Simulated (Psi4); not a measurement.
## Which level was it?

The species is C4H8 (12 atoms), meant as a singlet with charge 0. SMILES: `C/C=C/C`. The shape was relaxed beforehand at PBE0/def2-TZVP.

| atom | x (Å) | y (Å) | z (Å) |
| --- | --- | --- | --- |
| C | -1.6171 | 0.8531 | 0.6286 |
| C | -0.4072 | 0.4805 | -0.1571 |
| C | 0.4456 | -0.4841 | 0.1650 |
| C | 1.6555 | -0.8566 | -0.6206 |
| H | -2.5273 | 0.7485 | 0.0293 |
| H | -1.5744 | 1.8984 | 0.9512 |
| H | -1.7226 | 0.2278 | 1.5175 |
| H | -0.2221 | 1.0546 | -1.0648 |
| H | 0.2605 | -1.0582 | 1.0727 |
| H | 2.5658 | -0.7511 | -0.0215 |
| H | 1.6134 | -1.9021 | -0.9425 |
| H | 1.7606 | -0.2319 | -1.5100 |

Orbital energies are those of the mean-field step.

A calculation with Psi4 1.11 gave:

The total energy is -157.1866 Eh. The dipole moment is 0.00 D and the HOMO energy is -9.19 eV. The LUMO energy is 2.79 eV. The HOMO–LUMO gap is 11.98 eV.

Question: Which of these levels gave the numbers?
A. MP2/def2-QZVPP (density fitting, density fitting for correlation)
B. PBE0-D4/def2-TZVPP (density fitting)
C. wB97M-V/def2-TZVPP (density fitting)
D. PBE-D4/def2-TZVPP (density fitting)

Answer: C. The others give -157.0612 Eh (PBE-D4/def2-TZVPP (density fitting)), -157.0878 Eh (PBE0-D4/def2-TZVPP (density fitting)), -156.9038 Eh (MP2/def2-QZVPP (density fitting, density fitting for correlation)).
